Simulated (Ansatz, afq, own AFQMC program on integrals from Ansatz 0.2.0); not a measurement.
**Where AFQMC and coupled cluster stand for AlSiH, triplet**

```xyz
3

Si    0.0000    0.0000    5.0377
Al    0.0000    0.0000   -0.5906
H     0.0000    0.0000   -4.4471
```

Connectivity, by distances: Si ··· Al ··· H.

Basis 6-31G. Only valence electrons are correlated. AFQMC by an in-house program on the Cholesky factors that Ansatz 0.2.0 writes for its CCSD(T) run. The CISD trial takes its coefficients from CCSD amplitudes. Released means that phaseless walkers are propagated on without the constraint, phases kept. ± is one standard error of the sampling.

Determinant: UHF, the one that the program's search chose, which needn't be the lowest solution. The geometry is a point of a scan.

Full CI on the same integrals is exact in this basis and with this determinant's frozen core.

Cautions: lower spins were not checked; strong correlation (T1 0.051, weight of the determinant 0.69, largest double 0.46); unrestricted determinant spin contaminated (⟨S²⟩ 2.96 against 2.00); the CCSDT(Q) amplitudes may be one of several solutions (largest double 0.69); the CCSDTQ amplitudes may be one of several solutions (largest double 0.69).

```
T1 diagnostic                               : 0.0510
weight of the determinant in the CISD state : 0.690
⟨S²⟩ of the determinant                     : 2.962
size of the correlated space                : 8 electrons in 18 orbitals
```

```csv
level,correlation energy (eV)
MP2,-0.8769
CCSD,-1.5406
CCSD(T),-1.5663
```

Estimate where AFQMC with the constraint released lies against CCSD(T) on the same integrals.

0.47 ± 0.07 kcal/mol below CCSD(T).

Reference: full CI, correlation energy -1.595 eV. The released energy is read at 2.40 1/Eh (meV from the phaseless value at times in 1/Eh: -5 ± 4 at 0.24, -13 ± 5 at 0.51, -16 ± 3 at 0.99, -23 ± 3 at 1.62, -24 ± 3 at 2.40). The cautions show a poor starting determinant, so the rows tell how each method copes with it here, and full CI is the sure value.

```json
{"level": "CCSD(T)", "E − E(reference) (kcal/mol)": "0.65", "share of correlation (%)": "98.22"}
{"level": "CCSDT", "E − E(reference) (kcal/mol)": "0.04", "share of correlation (%)": "99.89"}
{"level": "CCSDT(Q)", "E − E(reference) (kcal/mol)": "0.01", "share of correlation (%)": "99.98"}
{"level": "CCSDTQ", "E − E(reference) (kcal/mol)": "0.00", "share of correlation (%)": "99.99"}
{"level": "ph-AFQMC/CISD", "E − E(reference) (kcal/mol)": "0.72 ± 0.09", "share of correlation (%)": "98.03"}
{"level": "released AFQMC", "E − E(reference) (kcal/mol)": "0.18 ± 0.07", "share of correlation (%)": "99.51"}
```

CCSDT and higher add their correlation energy to the determinant of the CCSD(T) run, since their own runs factorise the integrals more tightly (a shift of under 2 meV). A walk keeps the symmetry of its determinant, which the program's search chose and which needn't be the lowest solution, so a lower state of the same spin and another symmetry isn't excluded. Released energies are given only where the last usable release times agree within the noise; a slower fall can still hide under it.
